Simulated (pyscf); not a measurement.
Thermochemistry of product channels of H₂B–F + borane (BH₃) on the singlet surface, in kJ/mol, from ωB97M-D3(BJ)/def2-TZVP energies (ideal gas, 1 atm, RRHO with modes under 100 cm⁻¹ raised to 100, one conformer, R ln 2 for rigid chiral ones). PySCF, gas phase, ωB97X-D3(BJ)/def2-SVP geometries.

```csv
products,ΔE,ΔH(298 K),ΔG(298 K),ΔG(900 K)
H₂B–BH–F + hydrogen (H₂),+39.1,+29.5,+33.4,+34.0
H₂B–BH₂ + hydrogen fluoride (HF),+148.2,+146.9,+148.7,+146.9
```

These are energies of the channels, which say nothing of barriers.
